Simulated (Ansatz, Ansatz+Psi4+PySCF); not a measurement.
```xyz
4

C     0.0000    0.0000    0.6081
C     0.0000    0.0000   -0.6081
H     0.0000    0.0000   -1.6540
H     0.0000    0.0000    1.6540
```

Basis set: cc-pVTZ (spherical functions). Correlated methods keep 2 orbitals frozen. Charge 0, multiplicity 1.

Computed with Ansatz (development build ahead of 0.2.0); each method stands on the lowest determinant of its kind that the runs found. Restricted open shells among the atoms or ions are ROHF, correlated in semicanonical orbitals with singles.

(1) Give the atomization energy at this shape (free ground-state atoms in the same class of orbitals less the molecule, no zero-point energy) of singlet C₂H₂ by RHF-CCSD(T), RHF-MP2, RHF.

## Answers

(1)

```csv
method,atomization energy
RHF-CCSD(T),392.87 kcal/mol
RHF-MP2,403.13 kcal/mol
RHF,297.86 kcal/mol
```
